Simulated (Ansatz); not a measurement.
Reaction (cleavage of the P–Si bond): `C[SiH2]P` + `N[SiH3]` → `[SiH3]NP` + `C[SiH3]`

Gas-phase electronic energies from Ansatz, PBE0-D4/def2-TZVP geometries. CCSD(T)/CBS adds triple-zeta CCSD(T) − MP2 to the extrapolated MP2 energy (def2 sets, frozen cores). This one scheme is used for every species. DFT in def2-TZVPP. Each species was taken in one conformer, which may not be the lowest.

CCSD(T)/CBS gives +37.7 kJ/mol.

(1) Another level gave +33.7 kJ/mol. Which?
A. revPBE/def2-TZVPP
B. BLYP-D4/def2-TZVPP
C. HF/def2-TZVPP
D. PBE-QIDH/def2-TZVPP

Largest T1 diagnostic among the species: 0.012.

Answers

(1) B. BLYP-D4 33.7, PBE-QIDH 39.9, HF/def2-TZVPP 21.5, revPBE 47.8 kJ/mol.

At CCSD(T), def2-SVP lies −4.4 kJ/mol from the extrapolated value and def2-TZVPP −1.5 kJ/mol. In def2-TZVPP, CCSD(T) changes the Hartree–Fock value by +14.8 kJ/mol (the triples alone add +2.0 kJ/mol) and MP2 by +14.5 kJ/mol.
